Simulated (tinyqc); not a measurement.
Inside a calculation. Method: UKS/LDA (PW92) in the sto-3g basis, for LiH, spin multiplicity 3. Computed by tinyqc, a small Python program that keeps every step (integrals from PySCF). Settings: charge = 0, multiplicity = 3, basis = sto-3g, energy threshold = 1e-09, iteration cap = 82, orthogonalisation = symmetric, start = core, DIIS depth = 0, shift = 0.5, method = UKS, functional = lda,pw, grid = [15, 86]. Command: `OMP_NUM_THREADS=1 python tinyqc.py 27534 27535 out.jsonl` (the two numbers bound the seeds that draw the settings). One thread of a shared host (Intel(R) Xeon(R) Processor @ 2.60GHz), about 1 s of CPU time with the checks.

Geometry (angstrom):

| atom | x | y | z |
|---|---|---|---|
| Li | 0.0000 | 0.0000 | 0.0000 |
| H | 0.0000 | 0.0000 | 2.1740 |

Stop when the energy changes by less than 1e-09 hartree and every element of the error matrix X^T (F D S - S D F) X (for each spin) is below 9e-06.

Course of the cycle:

| iteration | E (hartree) | change | largest element of the error matrix |
|---|---|---|---|
| 1 | -7.521043 | - | 1.36e-01 |
| 2 | -7.600833 | -7.98e-02 | 5.95e-02 |
| 3 | -7.612653 | -1.18e-02 | 2.52e-02 |
| 4 | -7.614794 | -2.14e-03 | 1.21e-02 |
| 5 | -7.615237 | -4.43e-04 | 6.10e-03 |
| 6 | -7.615337 | -1.01e-04 | 3.20e-03 |
| 7 | -7.615363 | -2.56e-05 | 1.75e-03 |
| 8 | -7.615370 | -7.45e-06 | 9.89e-04 |
| 9 | -7.615373 | -2.51e-06 | 5.78e-04 |
| 10 | -7.615374 | -9.74e-07 | 3.48e-04 |
| 11 | -7.615374 | -4.34e-07 | 2.14e-04 |
| 12 | -7.615375 | -2.26e-07 | 1.44e-04 |
| 13 | -7.615375 | -1.41e-07 | 1.45e-04 |
| 14 | -7.615375 | -1.06e-07 | 1.45e-04 |
| ... | ... | ... | ... |
| 69 | -7.615380 | -9.73e-08 | 1.61e-04 |
| 70 | -7.615380 | -9.75e-08 | 1.61e-04 |
| 71 | -7.615380 | -9.78e-08 | 1.61e-04 |
| 72 | -7.615380 | -9.81e-08 | 1.61e-04 |
| 73 | -7.615380 | -9.83e-08 | 1.61e-04 |
| 74 | -7.615380 | -9.86e-08 | 1.62e-04 |
| 75 | -7.615380 | -9.89e-08 | 1.62e-04 |
| 76 | -7.615380 | -9.91e-08 | 1.62e-04 |
| 77 | -7.615381 | -9.94e-08 | 1.62e-04 |
| 78 | -7.615381 | -9.96e-08 | 1.62e-04 |
| 79 | -7.615381 | -9.98e-08 | 1.63e-04 |
| 80 | -7.615381 | -1.00e-07 | 1.63e-04 |
| 81 | -7.615381 | -1.00e-07 | 1.63e-04 |
| 82 | -7.615381 | -1.01e-07 | 1.63e-04 |

Can the last value be used, and what does the course show?

Not by the stop rule, although the second column moves by less than 1e-06 over the last three steps. Not converged within the cap of 82 iterations: the residual has stopped falling. Reruns (cap 100 unless said): DIIS 8: converged in 7; damping 0.5: not converged; atomic densities as start, DIIS 8: converged in 7; the original settings with a cap of 400: not converged. PySCF UKS in the same basis, fine grid, after a stability check = -7.665689 hartree, which differs from a converged run on this coarse grid by the grid error.
